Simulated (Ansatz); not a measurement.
Reaction (isomerisation): `NC1(O)C=C1` → `N/C=C/C=O`

Program: Ansatz. Geometries: PBE0-D4/def2-TZVP. ΔE: electronic, gas phase. CBS: MP2 limit from def2 TZ/QZ plus the TZ coupled-cluster correction, frozen cores. Functionals use def2-TZVPP. B3LYP here is the variant with VWN-RPA as its local correlation; programs differ in this. HSE06 is defined as in plane-wave codes. One conformer a species, not always the lowest.

CCSD(T)/CBS gives -184.8 kJ/mol.

(1) Another level gave -197.4 kJ/mol. Which?
A. B3LYP/def2-TZVPP
B. HSE06/def2-TZVPP
C. r2SCAN-D4/def2-TZVPP
D. ωB97X-V/def2-TZVPP

Largest T1 diagnostic among the species: 0.016.

Results:

(1) B. HSE06 -197.4, ωB97X-V -188.2, r2SCAN-D4 -209.5, B3LYP -220.3 kJ/mol.

From PBE to PBE0 (25 % exact exchange), in def2-TZVPP and without D4, ΔE moves by +11.4 kJ/mol. At CCSD(T), def2-SVP lies −13.1 kJ/mol from the extrapolated value and def2-TZVPP −5.4 kJ/mol. Leaving LDA and LC-ωPBE aside and taking each functional with its dispersion term where it has one, the values, not all of them listed here, spread over 40.0 kJ/mol, from BLYP-D4 to ωB97X-V. LDA lies +18.7 kJ/mol from PBE without D4.
